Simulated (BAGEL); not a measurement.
**B3LYP/def2-SVP (density fitting with qzvpp-jkfit) run of C3H4FS− (SMILES C=C(F)C[S-])**

What is the energy change on altering one bond length of C3H4FS− at B3LYP/def2-SVP (density fitting with qzvpp-jkfit)? 

Program for the calculation: BAGEL 1.2.2.

4 further runs of the same task are left out: 1 that didn't finish, 3 set aside as unsound or not needed.

## 1. Starting point

C3H4FS− has 9 atoms, charge -1, and is taken as a singlet. As SMILES, `C=C(F)C[S-]`. Geometry: relaxed at GFN2-xTB. This is one conformer, not always the lowest.

Bond lengths: C1–C2 1.329 Å, C2–F3 1.371 Å, C2–C4 1.475 Å, C4–S5 1.826 Å, C1–H6 1.076 Å, C1–H7 1.073 Å, C4–H8 1.096 Å, C4–H9 1.095 Å. Some angles: C1–C2–F3 117.3°, C1–C2–C4 128.2°, F3–C2–C4 114.5°, C2–C4–S5 107.2°, C2–C1–H6 121.6°, C2–C1–H7 120.1°, C2–C4–H8 110.8°, C2–C4–H9 110.9°, S5–C4–H8 108.9°, S5–C4–H9 109.3°.

## 2. The energy at B3LYP/def2-SVP (density fitting with qzvpp-jkfit)

dft.json

```json
{ "bagel": [

{
  "title": "molecule",
  "basis": "svp",
  "df_basis": "qzvpp-jkfit",
  "angstrom": true,
  "geometry": [
    { "atom": "C", "xyz": [   -0.453640,    0.876150,    1.016400 ] },
    { "atom": "C", "xyz": [    0.392500,    0.151550,    0.292280 ] },
    { "atom": "F", "xyz": [    1.731720,    0.370290,    0.485440 ] },
    { "atom": "C", "xyz": [    0.080600,   -0.860230,   -0.735060 ] },
    { "atom": "S", "xyz": [   -0.235990,    0.035190,   -2.294430 ] },
    { "atom": "H", "xyz": [   -0.109650,    1.652990,    1.677140 ] },
    { "atom": "H", "xyz": [   -1.512120,    0.747300,    0.896780 ] },
    { "atom": "H", "xyz": [   -0.816270,   -1.427690,   -0.462260 ] },
    { "atom": "H", "xyz": [    0.922860,   -1.545540,   -0.876290 ] }
  ]
},
{
  "title": "ks",
  "xc_func": "b3lyp",
  "charge": -1
},
{
  "title": "print",
  "file": "orbitals.molden",
  "orbitals": true
}

]}
```

Command:

```console
$ BAGEL_NUM_THREADS=1 BAGEL dft.json > dft.out
```

Output:

```text
* using 1 threads per process

  ===============================================================
  ===============================================================

  *** Geometry ***

  { "atom" : "C", "xyz" : [     -0.857255,      1.655684,      1.920718 ] },
  { "atom" : "C", "xyz" : [      0.741718,      0.286388,      0.552329 ] },
  { "atom" : "F", "xyz" : [      3.272477,      0.699747,      0.917349 ] },
  { "atom" : "C", "xyz" : [      0.152312,     -1.625599,     -1.389062 ] },
  { "atom" : "S", "xyz" : [     -0.445956,      0.066499,     -4.335844 ] },
  { "atom" : "H", "xyz" : [     -0.207208,      3.123698,      3.169335 ] },
  { "atom" : "H", "xyz" : [     -2.857493,      1.412192,      1.694669 ] },
  { "atom" : "H", "xyz" : [     -1.542527,     -2.697943,     -0.873545 ] },
  { "atom" : "H", "xyz" : [      1.743953,     -2.920647,     -1.655948 ] },

  Number of auxiliary basis functions:      502

  Since a DF basis is specified, we compute 2- and 3-index integrals:
    o Being stored without compression. Storage requirement is 0.035 GB

  Number of basis functions:       94
  Number of electrons      :       47

    * METHOD: MOLECULE                             0.25

  *** Kohn-Sham DFT ***

    * Removing 17438 points whose weight is below 1.00e-10
    * Grid points: 116716

  === Nuclear Repulsion ===
   205.1192485710

       - DIIS with orbital gradients will be used.

  === KS iteration (b3lyp / svp) ===
      0       -578.88080226          0.12107789           0.43
      1       -520.50731476          0.16970655           0.42
      2       -579.69158074          0.14298093           0.43
      3       -605.04790447          0.07002108           0.44
      4       -613.20836363          0.04492354           0.43
      5       -614.01582543          0.02321132           0.43
      6       -614.26473868          0.01714897           0.42
      7       -614.35943834          0.01123671           0.42
      8       -614.44226547          0.00684114           0.43
      9       -614.46795545          0.00164980           0.42
     10       -614.46964845          0.00044006           0.42
     11       -614.46975955          0.00013440           0.44
     12       -614.46976767          0.00008604           0.42
     13       -614.46977245          0.00000898           0.43
     14       -614.46977250          0.00000327           0.44
     15       -614.46977251          0.00000235           0.44
     16       -614.46977251          0.00000058           0.43
     17       -614.46977251          0.00000054           0.44
     18       -614.46977251          0.00000012           0.43
     19       -614.46977251          0.00000007           0.43
     20       -614.46977251          0.00000002           0.44
     21       -614.46977251          0.00000001           0.44
     22       -614.46977251          0.00000000           0.44
    * SCF iteration converged.

    * Permanent dipole moment:
           (   -0.333857,     0.233631,    -1.821082) a.u.

    * METHOD: KS                                  10.46

    * METHOD: PRINT                                0.01

  ===============================================================
```

Wall time 11 s (1 thread of Arm Neoverse V2, shared host); peak memory 0.51 GiB.

## 3. The distorted shape, same level

input.json

```json
{ "bagel": [

{
  "title": "molecule",
  "basis": "svp",
  "df_basis": "qzvpp-jkfit",
  "angstrom": true,
  "geometry": [
    { "atom": "C", "xyz": [      -0.358658,       0.607511,       1.484233 ] },
    { "atom": "C", "xyz": [       0.487482,      -0.117089,       0.760113 ] },
    { "atom": "F", "xyz": [       1.826702,       0.101651,       0.953273 ] },
    { "atom": "C", "xyz": [       0.175582,      -1.128869,      -0.267227 ] },
    { "atom": "S", "xyz": [      -0.235990,       0.035190,      -2.294430 ] },
    { "atom": "H", "xyz": [      -0.014668,       1.384351,       2.144973 ] },
    { "atom": "H", "xyz": [      -1.417138,       0.478661,       1.364613 ] },
    { "atom": "H", "xyz": [      -0.721288,      -1.696329,       0.005573 ] },
    { "atom": "H", "xyz": [       1.017842,      -1.814179,      -0.408457 ] }
  ]
},

{
  "title": "ks",
  "xc_func": "b3lyp",
  "charge": -1
},

{
  "title": "print",
  "file": "orbitals.molden",
  "orbitals": true
}

]}
```

Command:

```console
$ BAGEL_NUM_THREADS=1 BAGEL input.json > input.out
```

Output:

```text
* using 1 threads per process

  ===============================================================
  ===============================================================

  *** Geometry ***

  { "atom" : "C", "xyz" : [     -0.677765,      1.148029,      2.804794 ] },
  { "atom" : "C", "xyz" : [      0.921207,     -0.221266,      1.436405 ] },
  { "atom" : "F", "xyz" : [      3.451966,      0.192093,      1.801425 ] },
  { "atom" : "C", "xyz" : [      0.331802,     -2.133253,     -0.504986 ] },
  { "atom" : "S", "xyz" : [     -0.445956,      0.066499,     -4.335844 ] },
  { "atom" : "H", "xyz" : [     -0.027719,      2.616044,      4.053412 ] },
  { "atom" : "H", "xyz" : [     -2.678003,      0.904538,      2.578745 ] },
  { "atom" : "H", "xyz" : [     -1.363037,     -3.205597,      0.010531 ] },
  { "atom" : "H", "xyz" : [      1.923443,     -3.428301,     -0.771872 ] },

  Number of auxiliary basis functions:      502

  Since a DF basis is specified, we compute 2- and 3-index integrals:
    o Being stored without compression. Storage requirement is 0.035 GB

  Number of basis functions:       94
  Number of electrons      :       47

    * METHOD: MOLECULE                             0.24

  *** Kohn-Sham DFT ***

    * Removing 16737 points whose weight is below 1.00e-10
    * Grid points: 117417

  === Nuclear Repulsion ===
   190.1928497637

       - DIIS with orbital gradients will be used.

  === KS iteration (b3lyp / svp) ===
      0       -580.82619978          0.11769600           0.44
      1       -523.53770624          0.16766498           0.43
      2       -581.31659150          0.14218615           0.43
      3       -605.62579185          0.06729334           0.43
      4       -613.32991759          0.04248002           0.42
      5       -613.78931389          0.02881388           0.42
      6       -614.26724343          0.01552612           0.43
      7       -614.27530129          0.01395155           0.43
      8       -614.42508010          0.00370329           0.43
      9       -614.43264615          0.00131259           0.43
     10       -614.43355489          0.00050396           0.43
     11       -614.43374789          0.00011750           0.43
     12       -614.43375418          0.00006471           0.42
     13       -614.43375741          0.00002753           0.43
     14       -614.43375778          0.00001825           0.43
     15       -614.43375796          0.00000384           0.43
     16       -614.43375798          0.00000250           0.43
     17       -614.43375798          0.00000104           0.43
     18       -614.43375798          0.00000051           0.43
     19       -614.43375798          0.00000014           0.43
     20       -614.43375798          0.00000014           0.43
     21       -614.43375798          0.00000009           0.43
     22       -614.43375798          0.00000002           0.43
     23       -614.43375798          0.00000002           0.43
     24       -614.43375798          0.00000001           0.43
     25       -614.43375798          0.00000000           0.43
    * SCF iteration converged.

    * Permanent dipole moment:
           (   -0.347382,     0.283155,    -2.084153) a.u.

    * METHOD: KS                                  11.66

    * METHOD: PRINT                                0.01

  ===============================================================
```

It took 12 s on 1 thread of Arm Neoverse V2, shared host; peak memory 0.52 GiB.

## 4. Summary of results

At B3LYP/def2-SVP (density fitting with qzvpp-jkfit):

| quantity | value |
| --- | --- |
| first shape: total energy | -614.46977 Eh |
| first shape: HOMO energy | 1.21 eV |
| first shape: LUMO energy | 5.15 eV |
| first shape: HOMO–LUMO gap (to an unbound level, set by the basis) | 3.95 eV |
| distorted shape: total energy | -614.43376 Eh |
| distorted shape: HOMO energy | 0.87 eV |
| distorted shape: LUMO energy | 3.81 eV |
| distorted shape: HOMO–LUMO gap (to an unbound level, set by the basis) | 2.94 eV |
| energy change with the C4–S5 bond stretched from 1.826 to 2.374 Å | 0.980 eV |

What this shows: With the C4–S5 bond stretched from 1.826 to 2.374 Å the energy rises by 0.98 eV (22.6 kcal/mol). The first shape isn't relaxed at this level, so the change isn't measured from a minimum. The HOMO (first shape) lies at positive energy, 1.21 eV; only total energies tell whether the electron is bound. The HOMO (distorted shape) lies at positive energy, 0.87 eV; only total energies tell whether the electron is bound.
